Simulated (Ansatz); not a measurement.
Molecule: methyl formate, C$_{2}$H$_{4}$O$_{2}$, net charge 0, singlet state. SMILES: O(C=O)C
Structure (B3LYP-D3(BJ)/def2-TZVP (Ansatz, a program for electronic structure) minimum search):
```xyz
8

C     -0.9314    -0.0909     0.0015
O     -0.7248    -1.2718    -0.0191
O      0.0010     0.8677     0.0146
H     -1.9259     0.3745     0.0125
C      1.3667     0.4114     0.0025
H      1.9749     1.3108     0.0157
H      1.5676    -0.2028     0.8792
H      1.5619    -0.1729    -0.8956
```

Parts of the frozen-core correlation energy in cc-pVDZ (Ansatz, hartree). Frozen orbitals: 4; correlated occupied orbitals by spin: 12 and 12; virtual: 60 and 60. No spin-orbit coupling. Non-relativistic.

| term | value |
|---|---|
| reference (HF) | -227.80601 |
| MP2 opposite-spin | -0.47390 |
| MP2 same-spin | -0.16351 |
| CCSD correlation | -0.66448 |
| (T) | -0.02020 |
| T1 diagnostic | 0.016 |
| largest doubles amplitude | 0.059 |
